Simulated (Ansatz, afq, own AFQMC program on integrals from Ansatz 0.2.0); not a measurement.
# SiH4 (singlet): quantum Monte Carlo beside coupled cluster at scale of all distances = 1.104, 6-31G, part 1 of 2

How near does AFQMC come to the top of the ladder for SiH4 (singlet)?

Computed with Ansatz 0.2.0, Gaussian basis, and an in-house AFQMC program (afq) on its integrals; all values are calculated. Level: 6-31G, frozen cores.

Plan: Full CI; PBE (unrestricted); r2SCAN (unrestricted); PBE0 (unrestricted); B3LYP (unrestricted); CCSD(T) on RHF; wB97M-V (unrestricted); B2PLYP (unrestricted); Full CI; CCSDT(Q) on RHF; CCSDTQ on RHF; Phaseless AFQMC, CISD trial on RHF; Phaseless AFQMC, single-determinant trial on RHF; Free-projection AFQMC, CISD trial on RHF; UHF.

10 further runs of the same task are left out: 2 for a known fault of the program, 8 that didn't finish.

## (1) The system

The geometry derives from a PBE0/def2-TZVP stationary point (not a proven minimum). All distances are scaled together.

5 atoms, charge 0, spin multiplicity 1.

Atoms are counted from 1 here; the program's logs count them from 0.

Bond lengths: Si1–H2 1.639 Å, Si1–H3 1.639 Å, Si1–H4 1.639 Å, Si1–H5 1.639 Å. Angles: H2–Si1–H3 109.5°, H2–Si1–H4 109.5°, H2–Si1–H5 109.5°, H3–Si1–H4 109.5°, H3–Si1–H5 109.5°, H4–Si1–H5 109.5°.

## (2) Full CI

File in.yaml:

```yaml
crystal:
  periodic: [false, false, false]
  atoms:
    - {symbol: Si, position_ang: [0.000000, 0.000000, 0.000000]}
    - {symbol: H, position_ang: [0.944858, 0.948055, 0.945941]}
    - {symbol: H, position_ang: [-0.948944, -0.943284, 0.946620]}
    - {symbol: H, position_ang: [-0.943622, 0.944510, -0.950709]}
    - {symbol: H, position_ang: [0.947708, -0.949281, -0.941852]}
basis:
  gaussian: {orbitals: 6-31G}
correlation: {method: fci, electrons: outside_noble_gas}
```

Command:

```
ansatz run in.yaml --threads 1 --pin off --events-out ev --progress --plain --max-ram 16896MiB --backend cuda --devices 0, --max-vram 18GiB
```

The program printed:

```text
Functional definition: HF
  name "HF"
  cite "Fock, Z. Phys. 61, 126 (1930) doi:10.1007/BF01340294"
  parent pbe
  exchange = exact_x
  correlation = 0
465 factors; integrals over basis functions are off by at most 2.8e-8 eV
mean field evaluation 1: about -7922.2877 eV, gradient 6.7e0 eV
mean field evaluation 2: about -7922.2888 eV, gradient 6.7e0 eV
mean field evaluation 4: about -7922.5652 eV, gradient 2.2e-1 eV
mean field evaluation 8: about -7922.5656 eV, gradient 3.7e-4 eV
mean field -7922.56556103 eV, -291.1489142601 hartree, gradient 1.9e-6 eV, S^2 0.000000; 0 other end points of the search recorded, 0 dependent functions left out
5 core orbitals not correlated: weight in the atoms' cores, before any rotation towards them, 1.000 or more for the frozen orbitals, at most 0.000 for the correlated occupied ones
reference -7922.56556103 eV, -291.1489142601 hartree; 4, 4 occupied and 12, 12 virtual orbitals, 465 factors
state -7925.20696426 eV, -291.2459840383 hartree
Total energy: -7925.20696426 eV, -291.2459840383 hartree
```

It took 14 s on 1 × NVIDIA H100 80GB HBM3 with 1 thread of AMD EPYC 7R13 (Zen 3), shared host; peak host memory 1.5 GiB.

From the report: 828,944 determinants, symmetry A1.

## (3) PBE (unrestricted)

in.yaml, as its differences from that of step 2:

```diff
@@ -10,2 +10,4 @@
   gaussian: {orbitals: 6-31G}
-correlation: {method: fci, electrons: outside_noble_gas}
+magnetization: {spin_polarized: true, initial_magnetization: 0}
+hamiltonian: {xc: {name: PBE}}
+output: {orbitals: {seedname: orbitals}}
```

Command:

```
ansatz run in.yaml --threads 1 --pin off --events-out ev --progress --plain --max-ram 5632MiB --backend cpu
```

The program printed:

```text
Functional definition: PBE
  name "PBE"
  cite "Perdew, Burke & Ernzerhof, Phys. Rev. Lett. 77, 3865 (1996) doi:10.1103/PhysRevLett.77.3865"
  parent pbe
  parameter kappa = 0.804
  parameter beta = 0.06672455060314922
  exchange = pbe_x(kappa = kappa, mu = beta*pi^2/3)
  correlation = pbe_c(beta = beta)
268 factors; integrals over basis functions are off by at most 2.1e-4 eV
mean field evaluation 1: about -7935.9191 eV, gradient 4.6e0 eV
mean field evaluation 2: about -7936.1030 eV, gradient 1.1e0 eV
mean field evaluation 4: about -7936.1103 eV, gradient 2.9e-2 eV
mean field evaluation 8: about -7936.1103 eV, gradient 9.5e-5 eV
mean field -7936.11031773 eV, -291.6466748876 hartree, gradient 6.2e-6 eV, S^2 0.000000; 0 other end points of the search recorded, 0 dependent functions left out
reference -7936.11034681 eV, -291.6466759565 hartree; 9, 9 occupied and 12, 12 virtual orbitals, 268 factors
Total energy: -7936.11034681 eV, -291.6466759565 hartree
```

Run time: 0.37 s. Hardware: 1 thread of AMD EPYC 7R13 (Zen 3), shared host; peak memory 1.5 GiB.

From the report: ⟨S²⟩ of the determinant 0.000 (pure singlet: 0.00).

## (4) r2SCAN (unrestricted)

in.yaml, as its differences from that of step 3:

```diff
@@ -11,3 +11,2 @@
 magnetization: {spin_polarized: true, initial_magnetization: 0}
-hamiltonian: {xc: {name: PBE}}
-output: {orbitals: {seedname: orbitals}}
+hamiltonian: {xc: {name: r2SCAN}}
```

The command is unchanged.

The program printed:

```text
Functional definition: r2SCAN
  name "r2SCAN"
  cite "Furness, Kaplan, Ning, Perdew & Sun, J. Phys. Chem. Lett. 11, 8208 (2020) doi:10.1021/acs.jpclett.0c02405"
  cite "Furness, Kaplan, Ning, Perdew & Sun, J. Phys. Chem. Lett. 11, 9248 (2020) doi:10.1021/acs.jpclett.0c03077"
  parent r2scan
  parameter k0 = 0.174
  parameter k1 = 0.065
  parameter a1 = 4.9479
  exchange = r2scan_x(k0 = k0, k1 = k1, a1 = a1)
  correlation = r2scan_c
268 factors; integrals over basis functions are off by at most 2.1e-4 eV
mean field evaluation 1: about -7939.4657 eV, gradient 3.2e0 eV
mean field evaluation 2: about -7939.5529 eV, gradient 4.8e-1 eV
mean field evaluation 4: about -7939.5479 eV, gradient 1.4e-1 eV
mean field evaluation 8: about -7939.5481 eV, gradient 7.8e-5 eV
mean field -7939.54806535 eV, -291.7730097828 hartree, gradient 2.6e-5 eV, S^2 0.000000; 0 other end points of the search recorded, 0 dependent functions left out
reference -7939.54807459 eV, -291.7730101223 hartree; 9, 9 occupied and 12, 12 virtual orbitals, 268 factors
Total energy: -7939.54807459 eV, -291.7730101223 hartree
```

Run time: 0.72 s. Hardware: 1 thread of AMD EPYC 7R13 (Zen 3), shared host; peak memory 1.5 GiB.

From the report: ⟨S²⟩ of the determinant 0.000 (pure singlet: 0.00).

## (5) PBE0 (unrestricted)

in.yaml, as its differences from that of step 4:

```diff
@@ -11,2 +11,3 @@
 magnetization: {spin_polarized: true, initial_magnetization: 0}
-hamiltonian: {xc: {name: r2SCAN}}
+hamiltonian: {xc: {name: PBE0}}
+output: {orbitals: {seedname: orbitals}}
```

The command is unchanged.

The program printed:

```text
Functional definition: PBE0
  name "PBE0"
  cite "Adamo & Barone, J. Chem. Phys. 110, 6158 (1999) doi:10.1063/1.478522"
  cite "Perdew, Burke & Ernzerhof, Phys. Rev. Lett. 77, 3865 (1996) doi:10.1103/PhysRevLett.77.3865"
  parent pbe
  parameter a = 0.25
  parameter kappa = 0.804
  parameter beta = 0.06672455060314922
  exchange = (1 - a)*pbe_x(kappa = kappa, mu = beta*pi^2/3) + a*exact_x
  correlation = pbe_c(beta = beta)
268 factors; integrals over basis functions are off by at most 2.1e-4 eV
mean field evaluation 1: about -7936.7506 eV, gradient 2.3e0 eV
mean field evaluation 2: about -7936.7952 eV, gradient 2.5e-1 eV
mean field evaluation 4: about -7936.8433 eV, gradient 4.7e-1 eV
mean field evaluation 8: about -7936.8453 eV, gradient 3.8e-3 eV
mean field -7936.84531441 eV, -291.6736855177 hartree, gradient 1.8e-5 eV, S^2 0.000000; 0 other end points of the search recorded, 0 dependent functions left out
reference -7936.84533593 eV, -291.6736863083 hartree; 9, 9 occupied and 12, 12 virtual orbitals, 268 factors
Total energy: -7936.84533593 eV, -291.6736863083 hartree
```

Wall time 0.42 s (1 thread of AMD EPYC 7R13 (Zen 3), shared host); peak memory 1.5 GiB.

From the report: ⟨S²⟩ of the determinant 0.000 (pure singlet: 0.00).

## (6) B3LYP (unrestricted)

in.yaml, as its differences from that of step 5:

```diff
@@ -11,3 +11,2 @@
 magnetization: {spin_polarized: true, initial_magnetization: 0}
-hamiltonian: {xc: {name: PBE0}}
-output: {orbitals: {seedname: orbitals}}
+hamiltonian: {xc: {name: B3LYP}}
```

Same command.

The program printed, cut to the lines that bear on the results:

```text
Functional definition: B3LYP
  name "B3LYP"
  cite "Stephens, Devlin, Chabalowski & Frisch, J. Phys. Chem. 98, 11623 (1994) doi:10.1021/j100096a001"
  cite "Becke, Phys. Rev. A 38, 3098 (1988) doi:10.1103/PhysRevA.38.3098"
  cite "Lee, Yang & Parr, Phys. Rev. B 37, 785 (1988) doi:10.1103/PhysRevB.37.785"
  cite "Vosko, Wilk & Nusair, Can. J. Phys. 58, 1200 (1980) doi:10.1139/p80-159"
[...]
268 factors; integrals over basis functions are off by at most 2.1e-4 eV
[...]
mean field -7941.11488994 eV, -291.8305895242 hartree, gradient 8.4e-5 eV, S^2 0.000000; 0 other end points of the search recorded, 0 dependent functions left out
reference -7941.11508385 eV, -291.8305966502 hartree; 9, 9 occupied and 12, 12 virtual orbitals, 268 factors
Total energy: -7941.11508385 eV, -291.8305966502 hartree
```

Run time: 0.42 s. Hardware: 1 thread of AMD EPYC 7R13 (Zen 3), shared host; peak memory 1.5 GiB.

From the report: ⟨S²⟩ of the determinant 0.000 (pure singlet: 0.00).

## (7) CCSD(T) on RHF

in.yaml, as its differences from that of step 6:

```diff
@@ -10,3 +10,3 @@
   gaussian: {orbitals: 6-31G}
-magnetization: {spin_polarized: true, initial_magnetization: 0}
-hamiltonian: {xc: {name: B3LYP}}
+magnetization: {spin_polarized: false}
+correlation: {method: ccsd_t, electrons: outside_noble_gas, hamiltonian_folder: ham}
```

Command:

```
ansatz run in.yaml --threads 1 --pin off --events-out ev --progress --plain --max-ram 16896MiB --backend cuda --devices 0, --max-vram 18GiB
```

The program printed, cut to the lines that bear on the results:

```text
Functional definition: HF
  name "HF"
  cite "Fock, Z. Phys. 61, 126 (1930) doi:10.1007/BF01340294"
  parent pbe
[...]
268 factors; integrals over basis functions are off by at most 2.1e-4 eV
[...]
mean field -7922.56542566 eV, -291.1489092852 hartree, gradient 1.8e-6 eV, S^2 0.000000; 0 other end points of the search recorded, 0 dependent functions left out
5 core orbitals not correlated: weight in the atoms' cores, before any rotation towards them, 1.000 or more for the frozen orbitals, at most 0.000 for the correlated occupied ones
reference -7922.56542566 eV, -291.1489092852 hartree; 4, 4 occupied and 12, 12 virtual orbitals, 268 factors
second order -1.83697648 eV of doubles, -0.00000000 eV of singles
cycle   1  -2.32553212 eV  change   -4.9e-1 eV  update   6.2e-2
[...]
cycle   8  -2.59544287 eV  change    8.6e-6 eV  update   3.5e-6
perturbative correction -0.03195013 eV, -0.0011741457 hartree
Total energy: -7925.19281866 eV, -291.2454641972 hartree
```

Run time: 3.4 s. Hardware: 1 × NVIDIA H100 80GB HBM3 with 1 thread of AMD EPYC 7R13 (Zen 3), shared host; peak host memory 1.5 GiB.

From the report: correlation -2.6274 eV; T1 0.009; largest double amplitude 0.05.

This run also writes the integrals to the folder ham.

## (8) wB97M-V (unrestricted)

in.yaml, as its differences from that of step 7:

```diff
@@ -10,3 +10,4 @@
   gaussian: {orbitals: 6-31G}
-magnetization: {spin_polarized: false}
-correlation: {method: ccsd_t, electrons: outside_noble_gas, hamiltonian_folder: ham}
+magnetization: {spin_polarized: true, initial_magnetization: 0}
+hamiltonian: {xc: {name: wB97M-V}}
+output: {orbitals: {seedname: orbitals}}
```

Command:

```
ansatz run in.yaml --threads 1 --pin off --events-out ev --progress --plain --max-ram 5632MiB --backend cpu
```

The program printed, cut to the lines that bear on the results:

```text
Functional definition: wB97M-V
  name "wB97M-V"
  cite "Mardirossian & Head-Gordon, J. Chem. Phys. 144, 214110 (2016) doi:10.1063/1.4952647"
  cite "Becke, J. Chem. Phys. 107, 8554 (1997) doi:10.1063/1.475007"
  cite "Vydrov & Van Voorhis, J. Chem. Phys. 133, 244103 (2010) doi:10.1063/1.3521275"
  # Of w^i u^j: cxij and so on, Table III.
[...]
  gx(w, u) = 1 - cx + cx01*u + cx10*w
  gss(w, u) = css00 + css04*u^4 + css10*w + css20*w^2 + css43*w^4*u^3
  gos(w, u) = cos00 + cos10*w + (cos20 + cos21*u)*w^2 + (cos60 + cos61*u)*w^6
[...]
      + integral(e_c_pw_mod_opposite_spin*gos(b97_w_opposite, b97_u_opposite)) + vv10(b, c)
268 factors; integrals over basis functions are off by at most 2.1e-4 eV
116 factors; integrals over basis functions are off by at most 2.5e-6 eV
[...]
mean field -7939.19338776 eV, -291.7599756217 hartree, gradient 3.3e-5 eV, S^2 0.000000; 0 other end points of the search recorded, 0 dependent functions left out
reference -7939.19342130 eV, -291.7599768542 hartree; 9, 9 occupied and 12, 12 virtual orbitals, 268 factors
Total energy: -7939.19342130 eV, -291.7599768542 hartree
```

Wall time 1.7 s (1 thread of AMD EPYC 7R13 (Zen 3), shared host); peak memory 1.5 GiB.

From the report: ⟨S²⟩ of the determinant 0.000 (pure singlet: 0.00).

## (9) B2PLYP (unrestricted)

in.yaml, as its differences from that of step 8:

```diff
@@ -11,3 +11,3 @@
 magnetization: {spin_polarized: true, initial_magnetization: 0}
-hamiltonian: {xc: {name: wB97M-V}}
-output: {orbitals: {seedname: orbitals}}
+hamiltonian: {xc: {name: B2PLYP}}
+correlation: {electrons: outside_noble_gas}
```

Same command.

The program printed, cut to the lines that bear on the results:

```text
Functional definition: B2PLYP
  name "B2PLYP"
  cite "Grimme, J. Chem. Phys. 124, 034108 (2006) doi:10.1063/1.2148954"
  cite "Becke, Phys. Rev. A 38, 3098 (1988) doi:10.1103/PhysRevA.38.3098"
  cite "Lee, Yang & Parr, Phys. Rev. B 37, 785 (1988) doi:10.1103/PhysRevB.37.785"
[...]
268 factors; integrals over basis functions are off by at most 2.1e-4 eV
[...]
mean field -7935.29004337 eV, -291.6165303610 hartree, gradient 3.9e-6 eV, S^2 0.000000; 0 other end points of the search recorded, 0 dependent functions left out
5 core orbitals not correlated: weight in the atoms' cores, before any rotation towards them, 1.000 or more for the frozen orbitals, at most 0.000 for the correlated occupied ones
reference -7935.29016490 eV, -291.6165348271 hartree; 4, 4 occupied and 12, 12 virtual orbitals, 268 factors
second order -2.37062094 eV of doubles, -0.00000000 eV of singles
Total energy: -7935.93023255 eV, -291.6400568796 hartree
```

It took 0.42 s on 1 thread of AMD EPYC 7R13 (Zen 3), shared host; peak memory 1.5 GiB.

From the report: ⟨S²⟩ of the determinant 0.000 (pure singlet: 0.00).

## (10) Full CI

File in.yaml:

```yaml
hamiltonian:
  integrals:
    folder: ../ham
correlation: {method: fci}
```

Command:

```
ansatz run in.yaml --threads 1 --pin off --events-out ev --progress --plain --max-ram 16896MiB --backend cuda --devices 0, --max-vram 18GiB
```

The program printed:

```text
Functional definition: HF
  name "HF"
  cite "Fock, Z. Phys. 61, 126 (1930) doi:10.1007/BF01340294"
  parent pbe
  exchange = exact_x
  correlation = 0
reference -7922.56542566 eV, -291.1489092852 hartree; 4, 4 occupied and 12, 12 virtual orbitals, 268 factors
state -7925.20685728 eV, -291.2459801069 hartree
Total energy: -7925.20685728 eV, -291.2459801069 hartree
```

It took 12 s on 1 × NVIDIA H100 80GB HBM3 with 1 thread of AMD EPYC 7R13 (Zen 3), shared host; peak host memory 1.5 GiB.

From the report: 828,944 determinants.

## (11) CCSDT(Q) on RHF

File in.yaml:

```yaml
crystal:
  periodic: [false, false, false]
  atoms:
    - {symbol: Si, position_ang: [0.000000, 0.000000, 0.000000]}
    - {symbol: H, position_ang: [0.944858, 0.948055, 0.945941]}
    - {symbol: H, position_ang: [-0.948944, -0.943284, 0.946620]}
    - {symbol: H, position_ang: [-0.943622, 0.944510, -0.950709]}
    - {symbol: H, position_ang: [0.947708, -0.949281, -0.941852]}
basis:
  gaussian: {orbitals: 6-31G}
magnetization: {spin_polarized: false}
correlation: {method: ccsdt_q, electrons: outside_noble_gas}
```

Same command.

The program printed, cut to the lines that bear on the results:

```text
Functional definition: HF
  name "HF"
  cite "Fock, Z. Phys. 61, 126 (1930) doi:10.1007/BF01340294"
  parent pbe
[...]
465 factors; integrals over basis functions are off by at most 2.8e-8 eV
[...]
mean field -7922.56556103 eV, -291.1489142601 hartree, gradient 1.9e-6 eV, S^2 0.000000; 0 other end points of the search recorded, 0 dependent functions left out
5 core orbitals not correlated: weight in the atoms' cores, before any rotation towards them, 1.000 or more for the frozen orbitals, at most 0.000 for the correlated occupied ones
reference -7922.56556103 eV, -291.1489142601 hartree; 4, 4 occupied and 12, 12 virtual orbitals, 465 factors
second order -1.83700479 eV of doubles, -0.00000000 eV of singles
cycle   1  -2.32552911 eV  change   -4.9e-1 eV  update   6.4e-2
[...]
cycle  11  -2.63986304 eV  change    1.5e-7 eV  update   1.8e-7
perturbative correction -0.00115775 eV, -0.0000425465 hartree
Total energy: -7925.20658182 eV, -291.2459699841 hartree
```

It took 4.6 s on 1 × NVIDIA H100 80GB HBM3 with 1 thread of AMD EPYC 7R13 (Zen 3), shared host; peak host memory 1.5 GiB.

From the report: correlation -2.6410 eV; T1 0.009; largest double amplitude 0.05.

## (12) CCSDTQ on RHF

in.yaml, as its differences from that of step 11:

```diff
@@ -11,2 +11,2 @@
 magnetization: {spin_polarized: false}
-correlation: {method: ccsdt_q, electrons: outside_noble_gas}
+correlation: {method: ccsdtq, electrons: outside_noble_gas}
```

The command is unchanged.

The program printed, cut to the lines that bear on the results:

```text
Functional definition: HF
  name "HF"
  cite "Fock, Z. Phys. 61, 126 (1930) doi:10.1007/BF01340294"
  parent pbe
[...]
465 factors; integrals over basis functions are off by at most 2.8e-8 eV
[...]
mean field -7922.56556103 eV, -291.1489142601 hartree, gradient 1.9e-6 eV, S^2 0.000000; 0 other end points of the search recorded, 0 dependent functions left out
5 core orbitals not correlated: weight in the atoms' cores, before any rotation towards them, 1.000 or more for the frozen orbitals, at most 0.000 for the correlated occupied ones
reference -7922.56556103 eV, -291.1489142601 hartree; 4, 4 occupied and 12, 12 virtual orbitals, 465 factors
second order -1.83700479 eV of doubles, -0.00000000 eV of singles
cycle   1  -2.32552960 eV  change   -4.9e-1 eV  update   6.4e-2
[...]
cycle  11  -2.64136941 eV  change   -8.0e-9 eV  update   2.8e-7
Total energy: -7925.20693044 eV, -291.2459827956 hartree
```

Run time: 5.5 s. Hardware: 1 × NVIDIA H100 80GB HBM3 with 1 thread of AMD EPYC 7R13 (Zen 3), shared host; peak host memory 1.5 GiB.

From the report: correlation -2.6414 eV; T1 0.009; largest double amplitude 0.05.

## (13) Phaseless AFQMC, CISD trial on RHF

It reads the integrals that the CCSD(T) run on this determinant wrote.

Command:

```
afq ham --method phaseless --trial cisd --walkers 4000 --populations 20 --least-time 60 --time-step 0.005 --steps-per-block 50 --equilibration-blocks 28 --max-blocks 4000 --target-error 0.00017 --factor-cut 1e-05 --seed 1299 --release-times 0.24,0.51,0.99,1.62,2.4 --release-step 0.03 --release-every 3 --taylor-order 6
```

The program printed:

```text
orbitals 16  electrons 4 4  factors 103 of 268
reference energy -291.14890929 Eh
CCSD correlation -0.09538057 Eh in 9 cycles, weight of the determinant in the CISD state 0.9240
energy of the start -291.244275 Eh
 block  time / (1/Eh)  mean weight  energy / Eh
     1     0.250  0.9998  -291.243491
     2     0.500  1.0000  -291.243497
     3     0.750  0.9999  -291.243734
     4     1.000  0.9999  -291.244095
     5     1.250  0.9999  -291.244261
     6     1.500  1.0001  -291.244603
     7     1.750  1.0000  -291.244874
     8     2.000  0.9999  -291.245185
     9     2.250  0.9999  -291.245268
    10     2.500  1.0000  -291.245382
    11     2.750  0.9999  -291.245585
    12     3.000  0.9998  -291.245920
    13     3.250  1.0000  -291.245973
    14     3.500  0.9999  -291.245709
    15     3.750  1.0001  -291.245635
    16     4.000  1.0000  -291.245696
    17     4.250  0.9999  -291.245746
    18     4.500  1.0002  -291.245948
    19     4.750  1.0000  -291.245911
    20     5.000  1.0000  -291.245836
    21     5.250  1.0001  -291.245956
    22     5.500  1.0002  -291.245714
    23     5.750  1.0001  -291.245942
    24     6.000  0.9999  -291.246179
    25     6.250  1.0000  -291.246404
    26     6.500  1.0000  -291.246271
    27     6.750  1.0001  -291.246076
    28     7.000  1.0001  -291.246195
    29     7.250  1.0000  -291.246041
    30     7.500  1.0002  -291.245839
    31     7.750  1.0000  -291.246127
    32     8.000  0.9999  -291.246163
    33     8.250  1.0000  -291.246148
    34     8.500  1.0002  -291.245737
    35     8.750  1.0000  -291.245683
    36     9.000  1.0000  -291.245858
    37     9.250  1.0001  -291.245640
    38     9.500  1.0000  -291.245698
    39     9.750  1.0000  -291.245700
    40    10.000  1.0000  -291.245714
    41    10.250  1.0000  -291.245801
    42    10.500  0.9999  -291.246067
    43    10.750  0.9999  -291.246078
    44    11.000  0.9999  -291.245910
    45    11.250  1.0000  -291.246180
    46    11.500  0.9999  -291.245896
    47    11.750  1.0000  -291.245952
    48    12.000  0.9999  -291.245847
    49    12.250  0.9999  -291.245773
    50    12.500  1.0001  -291.245905
    51    12.750  0.9999  -291.245983
    52    13.000  1.0000  -291.245996
    53    13.250  1.0000  -291.245865
    54    13.500  0.9999  -291.246087
    55    13.750  1.0002  -291.245955
    56    14.000  0.9999  -291.246036
    57    14.250  1.0001  -291.245962
    58    14.500  1.0000  -291.246051
    59    14.750  1.0000  -291.245953
    60    15.000  1.0000  -291.245985
    61    15.250  0.9999  -291.246035
    62    15.500  0.9998  -291.246066
    63    15.750  1.0001  -291.246135
    64    16.000  1.0000  -291.245985
    65    16.250  0.9998  -291.245784
    66    16.500  1.0002  -291.245867
    67    16.750  1.0001  -291.245874
    68    17.000  1.0000  -291.245952
    69    17.250  1.0001  -291.246035
    70    17.500  1.0001  -291.245851
    71    17.750  1.0000  -291.245843
    72    18.000  1.0000  -291.245763
    73    18.250  1.0000  -291.245796
    74    18.500  1.0001  -291.245874
    75    18.750  0.9999  -291.245661
    76    19.000  0.9999  -291.246006
    77    19.250  1.0000  -291.246086
    78    19.500  0.9999  -291.245977
error from the spread of 20 populations
released: time / (1/Eh)  energy / Eh  error  mean overlap
  0.24  -291.245925  0.000034  1.0019
  0.51  -291.245956  0.000029  1.0014
  0.99  -291.245965  0.000028  1.0000
  1.62  -291.245970  0.000019  1.0000
  2.40  -291.245962  0.000020  0.9995
energy -291.245925 +/- 0.000036 Eh
```

Run time: 25 s. Hardware: 1 × NVIDIA H100 80GB HBM3 with 2 threads of AMD EPYC 7R13 (Zen 3), shared host; peak host memory 1.5 GiB.

Energy -7925.2053 ± 0.0010 eV. Caveats: constraint bias not in the error.

(Continued in part 2 of 2.)
